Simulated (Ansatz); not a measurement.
**PN, singlet: the ladder up to full CI**

Geometry: a PBE0/def2-TZVP stationary point for this spin.

| atom | x (Å) | y (Å) | z (Å) |
| --- | --- | --- | --- |
| N | 0.0000 | 0.0000 | 0.0000 |
| P | 0.0000 | 0.0000 | 1.4794 |

Basis 6-31G; Ansatz 0.2.0. Only valence electrons are correlated (noble-gas cores frozen), which leaves 10 electrons in 16 orbitals. Prefix R: restricted or restricted open-shell reference; prefix U: unrestricted. Active spaces: valence = (10e, 8o) chosen from the atoms' valence shells.

Full CI is exact within this basis and frozen core; it isn't the basis-set limit. The frozen core follows each run's orbitals, which can shift R against U totals by a few meV.

Unrestricted rows (U) aren't spin-pure: their determinants' ⟨S²⟩ exceeds S(S+1) by up to 0.77, so they mix in states of higher spin.

- UHF ⟨S²⟩: 0.766
- T1 diagnostic (RCCSD): 0.0150
- largest doubles amplitude (RCCSD): 0.141

| level | E − E(full CI) (kJ/mol) | share of correlation (%) | wall time |
| --- | --- | --- | --- |
| RHF | 553.8 | 0.00 | – |
| UHF | 516.5 | 6.74 | – |
| RMP2 | -13.5 | 102.43 | – |
| UMP2 | 154.8 | 72.05 | – |
| CISD | 71.5 | 87.09 | 0.33 s |
| RCCSD* | 27.4 | 95.05 | – |
| UCCSD | 24.7 | 95.54 | – |
| RCCSD(T)* | 6.3 | 98.86 | 0.27 s |
| UCCSD(T) | 10.0 | 98.19 | 0.81 s |
| BCCD(T)* | 6.1 | 98.90 | 0.33 s |
| RCCSDT | 6.7 | 98.78 | – |
| UCCSDT | 7.4 | 98.66 | – |
| CISDTQ | 5.6 | 98.99 | 1.6 s |
| RCCSDT(Q) | -0.5 | 100.09 | 0.81 s |
| UCCSDT(Q) | 1.5 | 99.73 | 3.9 s |
| RCCSDTQ | 0.9 | 99.83 | 5.5 s |
| UCCSDTQ | 0.9 | 99.83 | 40 s |
| CASSCF (valence space) | 156.9 | 71.68 | – |
| NEVPT2 (valence space) | 39.1 | 92.95 | 1.6 s |
| MRCISD (valence space) | 6.1 | 98.91 | – |
| MRCISD+Q (valence space) | 1.8 | 99.67 | 2.4 s |

An asterisk marks runs whose energy the program itself flagged as in doubt.

The correlation energy at full CI, counted from RHF, is -5.740 eV. That run took 27 s on 1 thread of Arm Neoverse V1, shared host over 4,777,056 determinants.

Times hold each run's SCF and search for its determinant on a shared host, so for small cases they say little of a method's own cost; they ran on 1 thread of Arm Neoverse V1.

Not variational, and here over 5 meV under the exact energy: RMP2, RCCSDT(Q).

The full-CI state has the irrep A1 of C2v, in the program's axes (one component, if the state is degenerate).

Natural occupations of full CI about the gap: 1.985 1.969 1.962 1.897 1.897 0.106 0.106 0.035 0.015 0.007; effectively unpaired electrons, Σ n²(2−n)², 0.17.

Atomization energy (electronic, same basis, no zero-point term; atoms at the same level, unrestricted beside the R rows where the molecule is a closed shell, with restricted open-shell steps beyond CCSDT(Q)) at full CI: 334.9 kJ/mol. Errors of other levels:

```json
{"level": "RHF", "error (kJ/mol)": "-422.5"}
{"level": "UHF", "error (kJ/mol)": "-385.2"}
{"level": "RMP2", "error (kJ/mol)": "44.4"}
{"level": "UMP2", "error (kJ/mol)": "-123.9"}
{"level": "CISD", "error (kJ/mol)": "-69.7"}
{"level": "RCCSD*", "error (kJ/mol)": "-26.5"}
{"level": "UCCSD", "error (kJ/mol)": "-23.8"}
{"level": "RCCSD(T)*", "error (kJ/mol)": "-6.1"}
{"level": "UCCSD(T)", "error (kJ/mol)": "-9.8"}
{"level": "BCCD(T)*", "error (kJ/mol)": "-5.7"}
{"level": "RCCSDT", "error (kJ/mol)": "-6.8"}
{"level": "UCCSDT", "error (kJ/mol)": "-7.4"}
{"level": "CISDTQ", "error (kJ/mol)": "-5.4"}
{"level": "RCCSDT(Q)", "error (kJ/mol)": "0.5"}
{"level": "UCCSDT(Q)", "error (kJ/mol)": "-1.5"}
{"level": "RCCSDTQ", "error (kJ/mol)": "-0.9"}
{"level": "UCCSDTQ", "error (kJ/mol)": "-1.0"}
{"level": "CASSCF (valence space)", "error (kJ/mol)": "-17.6"}
{"level": "NEVPT2 (valence space)", "error (kJ/mol)": "8.2"}
{"level": "MRCISD (valence space)", "error (kJ/mol)": "-4.2"}
{"level": "MRCISD+Q (valence space)", "error (kJ/mol)": "-1.9"}
```

This basis is far from its limit, so the value isn't to be set against a measured one. Truncated CI isn't size-consistent, which counts against it in atomization.
